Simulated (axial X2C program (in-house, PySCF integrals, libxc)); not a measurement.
## SiC: nuclear properties from DFT to coupled cluster

Computed with an in-house all-electron X2C program for linear molecules (integrals from PySCF): two-component X2C with atomic mean-field Coulomb and Gaunt terms, Gaussian nuclei, basis Si dyall-av3z, C dyall-av3z with contracted cores.

R = 1.721 Å (near the PBE0 minimum at charge 0 of the determinant lowest at the starting distance; the state shown can have its own minimum elsewhere); state Ω = 2 (⟨Sz⟩ = 1.00, ⟨Lz⟩ = 1.00 at PBE0).

```tsv
level	Eeff magnitude (GV/cm)	Ws magnitude Si (kHz)	A∥/gI Si (MHz)	qzz Si (a.u.)	A∥/gI C (MHz)	μ (D)
PBE0	0.0038	0.00204	54.9	-0.98	87.2	-1.59
HF	0.0169	0.000343	86.6	-1.32	115	-0.61
B3LYP	0.00355	0.00338	56.7	-0.96	93	-1.75
```

Eeff is the effective electric field on the electron electric dipole moment in this Ω state and Ws the scalar–pseudoscalar constant of the nucleus named (defined with the proton number Z and per Ω); A∥ (defined per Ω) follows by multiplying with gI = μI/(I μN); qzz is the electric field gradient, eQq0 = 234.96 MHz × Q/barn × qzz; μ is positive if the C end (last atom) is positive. The operators were transformed with the bare-nucleus X2C matrices; with these basis sets, hyperfine constants and field gradients can be off by tens of per cent, and where levels differ in sign neither size nor sign is settled.

Finite-field MP2, CCSD and CCSD(T), with 8 electrons correlated in 108 natural virtual spinors (MP2 remainder added):

```
  level  Eeff magnitude (GV/cm)  Ws magnitude Si (kHz)  A∥/gI Si (MHz)  qzz Si (a.u.)  A∥/gI C (MHz)  μ (D)
    MP2                  0.0319                0.00356            61.3          -1.10           85.7  -1.73
   CCSD                  0.0127               0.000192            58.1          -0.98             87  -1.61
CCSD(T)                 0.00698               0.000694            56.2          -0.90           84.9  -1.66
```

T1 = 0.085 (Lee–Taylor), a sign of multireference character. One unrestricted determinant, the lowest of a limited PBE0 search, is the reference; the functionals treat spin collinearly. With several open shells it need not be a pure state. The sign of Eeff is opposite to CCSD(T) at B3LYP. Eeff spreads by more than a factor of two over the levels. Correlation of the inner shells is missing, which matters for properties at the nucleus. Number of frozen shells: Si 2 s, 1 p; C 1 s.

By how much does correlation change each value, CCSD(T) against HF?

Eeff magnitude -59 %; Ws magnitude Si 102 %; A∥/gI Si -35 %; qzz Si -32 %; A∥/gI C -26 %; μ 172 %.
